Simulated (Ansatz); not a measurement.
Process, species as SMILES: C=[SiH2] (CH2-SiH2) + 2 [H][H] (H2) → C (CH4) + [SiH4] (SiH4)
B3LYP-D3(BJ)/def2-TZVP geometries, fixed; electronic energies without zero-point terms.
Largest species:
```
Si
C 1 1.7009
H 2 1.0823 1 122.25
H 2 1.0823 3 115.51 1 180.00
H 1 1.4730 2 122.63 3 0.00
H 1 1.4730 5 114.74 2 -180.00
```

Basis-set convergence of the energy of full hydrogenation at HF with Ansatz (a quantum-chemistry and plane-wave program). Cartesian d functions, on some or all atoms, in 6-31+G*, 6-311G**, 6-311+G**; all else is spherical. A restricted Hartree-Fock determinant is unstable towards unrestricted orbitals. No added dispersion term, no relativity. Functions are those of the species that has most. Reference: the value in aug-pcseg-3, -75.67 kcal/mol, itself unsure by roughly 0.04 kcal/mol (its mean distance from aug-cc-pV(Q+d)Z, cc-pV(5+d)Z, def2-QZVPPD). Deviations are taken from unrounded values.

```json
[
 {"basis": "3-21G", "functions": "30", "energy of full hydrogenation (kcal/mol)": "-73.13", "minus reference (kcal/mol)": "2.55"},
 {"basis": "6-31G", "functions": "30", "energy of full hydrogenation (kcal/mol)": "-73.28", "minus reference (kcal/mol)": "2.39"},
 {"basis": "def2-SV(P)", "functions": "40", "energy of full hydrogenation (kcal/mol)": "-79.60", "minus reference (kcal/mol)": "-3.93"},
 {"basis": "6-31+G*", "functions": "50", "energy of full hydrogenation (kcal/mol)": "-80.03", "minus reference (kcal/mol)": "-4.36"},
 {"basis": "def2-SVP", "functions": "52", "energy of full hydrogenation (kcal/mol)": "-80.20", "minus reference (kcal/mol)": "-4.53"},
 {"basis": "6-311G**", "functions": "69", "energy of full hydrogenation (kcal/mol)": "-77.21", "minus reference (kcal/mol)": "-1.54"},
 {"basis": "6-311+G**", "functions": "77", "energy of full hydrogenation (kcal/mol)": "-76.50", "minus reference (kcal/mol)": "-0.83"},
 {"basis": "aug-pcseg-1", "functions": "86", "energy of full hydrogenation (kcal/mol)": "-77.06", "minus reference (kcal/mol)": "-1.39"},
 {"basis": "aug-cc-pV(D+d)Z", "functions": "91", "energy of full hydrogenation (kcal/mol)": "-77.35", "minus reference (kcal/mol)": "-1.68"},
 {"basis": "6-311++G(2d,2p)", "functions": "102", "energy of full hydrogenation (kcal/mol)": "-76.25", "minus reference (kcal/mol)": "-0.58"},
 {"basis": "def2-TZVPD", "functions": "116", "energy of full hydrogenation (kcal/mol)": "-75.68", "minus reference (kcal/mol)": "-0.01"},
 {"basis": "def2-TZVPP", "functions": "129", "energy of full hydrogenation (kcal/mol)": "-75.89", "minus reference (kcal/mol)": "-0.22"},
 {"basis": "def2-TZVPPD", "functions": "153", "energy of full hydrogenation (kcal/mol)": "-75.77", "minus reference (kcal/mol)": "-0.09"},
 {"basis": "6-311++G(3df,3pd)", "functions": "158", "energy of full hydrogenation (kcal/mol)": "-75.55", "minus reference (kcal/mol)": "0.12"},
 {"basis": "aug-pcseg-2", "functions": "188", "energy of full hydrogenation (kcal/mol)": "-76.04", "minus reference (kcal/mol)": "-0.37"},
 {"basis": "cc-pV(Q+d)Z", "functions": "239", "energy of full hydrogenation (kcal/mol)": "-75.74", "minus reference (kcal/mol)": "-0.07"},
 {"basis": "def2-QZVPP", "functions": "247", "energy of full hydrogenation (kcal/mol)": "-75.65", "minus reference (kcal/mol)": "0.02"},
 {"basis": "def2-QZVPPD", "functions": "271", "energy of full hydrogenation (kcal/mol)": "-75.62", "minus reference (kcal/mol)": "0.05"}
]
```

The smallest set listed that lies within 2 kcal/mol of the reference with all its larger relatives (same family, alike in diffuse functions; a set with none counts only in the reference's own line) is 6-311+G** (77 functions, -0.83 kcal/mol off). Inside, with no larger relative to test it: 6-311G**. (Relatives not listed, tested too: jun-cc-pV(T+d)Z -0.04, aug-cc-pV(T+d)Z 0.06, def2-QZVP 0.02, aug-cc-pV(Q+d)Z 0.04, aug-pcseg-3 0.00, cc-pV(5+d)Z 0.03 kcal/mol.)
